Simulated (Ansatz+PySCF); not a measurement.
Values are calculated unless marked as measured or tabulated.
## Ansatz (development build ahead of 0.2.0) run

```yaml
crystal:
  periodic: [false, false, false]
  atoms:
    - { symbol: C, position_ang: [0.0, 0.0, 0.0] }
    - { symbol: P, position_ang: [0.51428, 0.68571, 1.48461] }
basis:
  gaussian: { orbitals: STO-3G }
total_charge: -1
hamiltonian:
  xc: hf
correlation:
  method: fci
  frozen_orbitals: { C: 1, P: 5 }
```

The input is written out in the form of the current development build from the run's settings.

Output:

```yaml
Converged: yes
Total_energy: -374.11320 hartree
State: lowest singlet root, of any spatial symmetry
```

Caution: no diffuse functions for an anion.
